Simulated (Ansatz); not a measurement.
How UKS-PBE and FCI compare on the bond length at the minimum of diatomic hydrides.

Values in Å, from Ansatz (a first-principles code). Where two bases are given, the first is that of UKS-PBE. Full CI is exact in its basis, with frozen cores. Scans on which UKS-PBE failed, held another spin at the minimum or broke off are missing, so the means are lower bounds.

```csv
system,basis,UKS-PBE,FCI,UKS-PBE − FCI
HGa singlet,aug-cc-pVTZ,1.697,1.691,0.005
HN triplet,def2-TZVP,1.052,1.043,0.009
HGa singlet,cc-pVDZ,1.708,1.687,0.022
HMg doublet,cc-pVQZ,1.755,1.742,0.013
HSe doublet,cc-pVDZ,1.492,1.479,0.013
HLi singlet,aug-cc-pVDZ,1.617,1.625,-0.008
HCl singlet,def2-SVP,1.296,1.280,0.015
HGa singlet,aug-cc-pVQZ,1.693,1.688,0.005
HLi singlet,def2-TZVP,1.606,1.600,0.006
HCl cation doublet,aug-cc-pVDZ,1.347,1.332,0.015
HBe doublet,cc-pVQZ,1.354,1.346,0.008
```

The mean error against full CI is 0.009 Å (median 0.009) and the mean absolute one 0.011 Å (median 0.009); UKS-PBE lies above in 10 and below in 1 of 11 cases. It is closest for HGa singlet (0.005), HGa singlet (0.005), HLi singlet (0.006) and furthest off for HGa singlet (0.022), HCl singlet (0.015), HCl cation doublet (0.015).
